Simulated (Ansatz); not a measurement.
A CCSD(T) single point on C4H5FS, SMILES `C/C=C(\F)C=S`.

```yaml
crystal:
  periodic: [false, false, false]
  atoms:
    - {symbol: C, position_ang: [0.255181, -0.890478, 1.525568]}
    - {symbol: C, position_ang: [-0.123007, 0.127167, 0.521057]}
    - {symbol: C, position_ang: [0.084104, 0.034972, -0.793899]}
    - {symbol: F, position_ang: [0.686015, -1.057528, -1.306873]}
    - {symbol: C, position_ang: [-0.271520, 1.006869, -1.801521]}
    - {symbol: S, position_ang: [-1.002205, 2.432254, -1.575883]}
    - {symbol: H, position_ang: [0.738242, -1.754614, 1.072362]}
    - {symbol: H, position_ang: [-0.628855, -1.228976, 2.075681]}
    - {symbol: H, position_ang: [0.932208, -0.457516, 2.269105]}
    - {symbol: H, position_ang: [-0.612877, 1.040262, 0.843812]}
    - {symbol: H, position_ang: [0.008113, 0.690488, -2.808708]}
basis:
  gaussian: {orbitals: def2-TZVPP}
correlation: {method: ccsd_t}
```

```sh
$ ansatz run in.yaml --threads 4 --pin off --events-out ev --progress --plain --max-ram 10444MiB
```

Log, shortened:

```
Functional definition: HF
1606 factors; integrals over basis functions are off by at most 1.1e-3 eV
mean field evaluation 1: about -17722.6280 eV, gradient 3.3e1 eV
mean field evaluation 2: about -17722.9473 eV, gradient 3.3e1 eV
mean field evaluation 4: about -17725.9283 eV, gradient 4.9e0 eV
mean field evaluation 8: about -17726.0114 eV, gradient 4.5e-1 eV
mean field evaluation 16: about -17726.0126 eV, gradient 3.0e-6 eV
mean field -17726.01264272 eV, -651.4189494971 hartree, gradient 3.0e-6 eV, S^2 0.000000; 0 other end points of the search recorded, 0 dependent functions left out; unrestricted orbitals would lower it
10 core orbitals not correlated: weight in the atoms' cores, before any rotation towards them, 1.000 or more for the frozen orbitals, at most 0.000 for the correlated occupied ones
reference -17726.01264272 eV, -651.4189494971 hartree; 17, 17 occupied and 240, 240 virtual orbitals, 1606 factors
second order -28.92453391 eV of doubles, -0.00000000 eV of singles
cycle   1  -29.09729005 eV  change   -1.7e-1 eV  update   1.3e-1
cycle   2  -29.83670945 eV  change   -7.4e-1 eV  update   4.2e-2
cycle   3  -30.03187471 eV  change   -2.0e-1 eV  update   2.5e-2
cycle   4  -30.01652787 eV  change    1.5e-2 eV  update   8.5e-3
cycle   5  -30.01410353 eV  change    2.4e-3 eV  update   5.4e-3
cycle   6  -30.01736872 eV  change   -3.3e-3 eV  update   1.8e-3
cycle   7  -30.01712514 eV  change    2.4e-4 eV  update   1.0e-3
cycle   8  -30.01688859 eV  change    2.4e-4 eV  update   2.9e-4
cycle   9  -30.01704073 eV  change   -1.5e-4 eV  update   1.5e-4
cycle  10  -30.01708263 eV  change   -4.2e-5 eV  update   5.7e-5
cycle  11  -30.01705590 eV  change    2.7e-5 eV  update   2.9e-5
perturbative correction -1.39797814 eV, -0.0513747489 hartree
Total energy: -17757.42767676 eV, -652.5734307040 hartree
```

Hardware: 4 threads of an Arm Neoverse V2 on a shared host. Wall time 4.2 min, peak host memory 7 GiB.

The correlation energy is -31.415 eV, 4.5 % of it from (T); the T1 diagnostic reads 0.0159.
